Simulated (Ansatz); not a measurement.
Relaxation of H₅NSi (7 atoms, charge 0, multiplicity 1), to a largest force component of 0.03 eV/Å in at most 50 steps.

Level of theory: RKS PBE0-D4/def2-SVP in Ansatz 0.2.0.

```xyz
7
Properties=species:S:1:pos:R:3
Si -0.093 0.181 -0.921
N 1.254 -0.007 1.734
H 1.022 -0.704 2.432
H 1.853 0.718 2.113
H 1.729 -0.457 0.933
H -1.102 1.237 -0.464
H -0.990 -0.968 -0.441
```

**Question.** Where does it end, and by what steps?

**Answer.** It converged. After 7 steps the energy has fallen by 1.095 eV; H3 moved furthest, 0.78 Å. Joined: Si1–N2 (2.98 → 2.06 Å).

| step | energy less start (eV) | largest force component (eV/Å) | accepted |
| --- | --- | --- | --- |
| 0 | 0.0000 | 1.583 | yes |
| 1 | -0.3305 | 1.536 | yes |
| 2 | -0.6435 | 1.510 | yes |
| 3 | -0.9375 | 0.351 | yes |
| 4 | -1.0498 | 0.194 | yes |
| 5 | -1.0880 | 0.156 | yes |
| 6 | -1.0950 | 0.038 | yes |
| 7 | -1.0951 | 0.014 | yes |

```xyz
7
Properties=species:S:1:pos:R:3
Si 0.149 0.285 -0.531
N 1.114 -0.041 1.259
H 0.483 -0.334 2.005
H 1.589 0.809 1.565
H 1.828 -0.763 1.150
H -0.903 1.090 0.250
H -0.587 -1.046 -0.311
```

Whether the end is a true minimum wasn't checked by a vibrational analysis.

The run took 7.2 s on 1 thread of Intel(R) Xeon(R) 6975P-C (Granite Rapids) (shared host), peak memory 0.13 GiB.
